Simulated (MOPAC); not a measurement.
MOPAC input (PM6):

```
PM6 PRECISE GNORM=0.05 LET XYZ UHF MS=0.5 GEO-OK AUX(PRECISION=9) THREADS=1
Cl3Si

Si    0.31425610 1    0.31069420 1    0.31162611 1
Cl   -0.87062198 1   -0.88173458 1    1.49949506 1
Cl    1.49211569 1   -0.87627774 1   -0.88862368 1
Cl   -0.88029285 1    1.50214651 1   -0.86750464 1
```

Output:

```
 *******************************************************************************
 **                                                                           **
 **                              MOPAC v23.2.5                                **
 **                                                                           **
 *******************************************************************************
 ** MOPAC's Digital Object Identifier: https://doi.org/10.5281/zenodo.6511958 **
 **                                                                           **
 ** Please cite the open-source release paper for use of this MOPAC version:  **
 ** J. E. Moussa and J. J. P. Stewart (2026)                                  **
 ** MOPAC: An open-source semiempirical molecular orbital program             **
 ** J. Open Source Softw., 11(119), 8025, https://doi.org/10.21105/joss.08025 **
 *******************************************************************************

                              PM6 CALCULATION RESULTS

 *******************************************************************************
 *  PM6        - The PM6 Hamiltonian to be used
 *  GEO-OK     - OVERRIDE INTERATOMIC DISTANCE AND OTHER SAFETY CHECKS
 *  UHF        - UNRESTRICTED HARTREE-FOCK CALCULATION
 *  MS=        - IN MECI, MAGNETIC COMPONENT OF SPIN =  0.5
 *  LET        - OVERRIDE SOME SAFETY CHECKS
 *  PRECISE    - TIGHTER CRITERIA TO BE USED
 *  XYZ        - CARTESIAN COORDINATE SYSTEM TO BE USED
 *  GNORM      - EXIT WHEN GRADIENT NORM DROPS BELOW 0.050
 *  AUX        - OUTPUT AUXILIARY INFORMATION
 *******************************************************************************
PM6 PRECISE GNORM=0.05 LET XYZ UHF MS=0.5 GEO-OK AUX(PRECISION=9) THREADS=1
 Cl3Si

   ATOM   CHEMICAL          X               Y               Z
  NUMBER   SYMBOL      (ANGSTROMS)     (ANGSTROMS)     (ANGSTROMS)

     1      Si          0.31425610  *   0.31069420  *   0.31162611  *
     2      Cl         -0.87062198  *  -0.88173458  *   1.49949506  *
     3      Cl          1.49211569  *  -0.87627774  *  -0.88862368  *
     4      Cl         -0.88029285  *   1.50214651  *  -0.86750464  *

          CARTESIAN COORDINATES

    NO.       ATOM           X           Y           Z

     1        Si          0.3143      0.3107      0.3116
     2        Cl         -0.8706     -0.8817      1.4995
     3        Cl          1.4921     -0.8763     -0.8886
     4        Cl         -0.8803      1.5021     -0.8675

 General Reference for PM6:
 "Optimization of Parameters for Semiempirical Methods V: Modification of NDDO Approximations
 and Application to 70 Elements", J. J. P. Stewart, J. Mol. Mod., 13, 1173-1213 (2007)
 URL: https://link.springer.com/article/10.1007/s00894-007-0233-4

           Empirical Formula: Si Cl3  =     4 atoms

      MOLECULAR POINT GROUP   :   C3v

          UHF CALCULATION, NO. OF ALPHA ELECTRONS =   13
                           NO. OF BETA  ELECTRONS =   12

          Geometry optimization using EF

          DIAGONAL MATRIX USED AS START HESSIAN

 CYCLE:     1  GRAD.:    37.378 HEAT: -72.39861
 CYCLE:     2  GRAD.:    32.711 HEAT: -75.85045
 CYCLE:     3  GRAD.:     9.350 HEAT: -79.91967
 CYCLE:     4  GRAD.:    16.357 HEAT: -80.52316
 CYCLE:     5  GRAD.:     6.241 HEAT: -80.82250
 CYCLE:     6  GRAD.:     1.903 HEAT: -80.91848
 CYCLE:     7  GRAD.:     0.301 HEAT: -80.94786
 CYCLE:     8  GRAD.:     0.043 HEAT: -80.94856

     GRADIENT =  0.04269 IS LESS THAN CUTOFF =  0.05000

 -------------------------------------------------------------------------------
 PM6 PRECISE GNORM=0.05 LET XYZ UHF MS=0.5 GEO-OK AUX(PRECISION=9) THREADS=1
 Cl3Si

     GEOMETRY OPTIMISED USING EIGENVECTOR FOLLOWING (EF).
     SCF FIELD WAS ACHIEVED

                              PM6 CALCULATION
                                                       MOPAC v23.2.5 Linux

          FINAL HEAT OF FORMATION =        -80.94856 KCAL/MOL =    -338.68879 KJ/MOL

          COSMO AREA              =        128.28 SQUARE ANGSTROMS
          COSMO VOLUME            =        118.81 CUBIC ANGSTROMS

          GRADIENT NORM           =          0.04269          =       0.02134 PER ATOM
          IONIZATION POTENTIAL    =          7.724348 EV
          ALPHA SOMO LUMO (EV)    =         -7.724 -0.830
          BETA  SOMO LUMO (EV)    =        -11.425 -2.171
          NO. OF ALPHA ELECTRONS  =         13
          NO. OF BETA  ELECTRONS  =         12
          MOLECULAR WEIGHT        =        134.4445         POINT GROUP:  D3h

          MOLECULAR DIMENSIONS (Angstroms)

            Atom       Atom       Distance
           Cl     4   Cl     2     3.47199
           Cl     3   Cl     2     3.00682
           Cl     3   Si     1     0.00157

          SCF CALCULATIONS        =          9

   ATOM   CHEMICAL          X               Y               Z
  NUMBER   SYMBOL      (ANGSTROMS)     (ANGSTROMS)     (ANGSTROMS)

     1      Si          0.00467962  *   0.00461856  *   0.00462585  *
     2      Cl         -0.80505853  *  -0.81761773  *   1.64369245  *
     3      Cl          1.63684928  *  -0.81197298  *  -0.82445195  *
     4      Cl         -0.81505124  *   1.64614763  *  -0.80262807  *

                             CARTESIAN COORDINATES

   1   Si        0.004679623     0.004618565     0.004625853
   2   Cl       -0.805058526    -0.817617730     1.643692449
   3   Cl        1.636849284    -0.811972979    -0.824451946
   4   Cl       -0.815051241     1.646147631    -0.802628070

           Empirical Formula: Si Cl3  =     4 atoms

      MOLECULAR POINT GROUP   :   D3h

          ALPHA EIGENVALUES
 -26.97366 -26.56525 -26.56524 -18.08023 -14.30566 -14.30563 -13.04886 -12.54437
 -12.54431 -12.05515 -12.05509 -11.48117  -7.72435  -0.82950  -0.66370  -0.66367
   0.72376   0.72378   1.45395   1.69863   1.69865  86.96295  87.19534  87.49222
  87.49241  87.99238  87.99248  88.00902  88.36265  88.36286  88.59221  88.59228
  88.67744  88.67766  88.80332  88.94721

           BETA EIGENVALUES
 -26.41676 -25.97398 -25.97398 -17.92115 -13.94013 -13.94011 -12.92939 -12.35215
 -12.35210 -11.98896 -11.98889 -11.42492  -2.17104  -0.13292   0.01990   0.01993
   0.76363   0.76366   1.39588   1.92465   1.92466  87.20519  87.37189  87.64842
  87.64860  88.02082  88.04290  88.04304  88.55235  88.55255  88.70576  88.70587
  88.70886  88.70907  88.81341  89.09276

              NET ATOMIC CHARGES AND DIPOLE CONTRIBUTIONS

  ATOM NO.   TYPE          CHARGE      No. of ELECS.   s-Pop       p-Pop       d-Pop
    1         Si           0.379168        3.6208     1.42818     1.29173     0.90093
    2         Cl          -0.126403        7.1264     1.99270     5.13184     0.00186
    3         Cl          -0.126375        7.1264     1.99270     5.13181     0.00186
    4         Cl          -0.126390        7.1264     1.99270     5.13183     0.00186
 DIPOLE           X         Y         Z       TOTAL
 POINT-CHG.    -0.001    -0.002    -0.002     0.003
 HYBRID         0.001     0.001     0.001     0.002
 SUM           -0.000    -0.001    -0.001     0.001

          ATOMIC ORBITAL ELECTRON POPULATIONS

     Atom    s        px        py        pz      x^2-y^2     xz        z^2       yz        xy
    1 Si   1.42818   0.42973   0.43119   0.43081   0.14137   0.20617   0.14167   0.20568   0.20604
    2 Cl   1.99270   1.77643   1.77454   1.58087   0.00015   0.00056   0.00043   0.00056   0.00016
    3 Cl   1.99270   1.58298   1.77542   1.77342   0.00036   0.00057   0.00022   0.00016   0.00056
    4 Cl   1.99270   1.77486   1.58011   1.77686   0.00036   0.00016   0.00022   0.00055   0.00056

                    (SZ)    =    0.500000
                    (S**2)  =    0.753603

          ATOMIC ORBITAL SPIN POPULATIONS

    Atom   Total    s     px     py     pz   x^2-y^2  xz     z^2    yz     xy
         Atomic
    1 Si  0.6187  0.406 -0.002 -0.002 -0.002 -0.001  0.074 -0.001  0.073  0.074
    2 Cl  0.1271  0.001  0.017  0.018  0.091  0.000  0.000  0.000  0.000  0.000
    3 Cl  0.1271  0.001  0.090  0.018  0.018  0.000  0.000  0.000  0.000  0.000
    4 Cl  0.1271  0.001  0.018  0.091  0.017  0.000  0.000  0.000  0.000  0.000

 **********************
 *                    *
 * JOB ENDED NORMALLY *
 *                    *
 **********************

 == MOPAC DONE ==
```
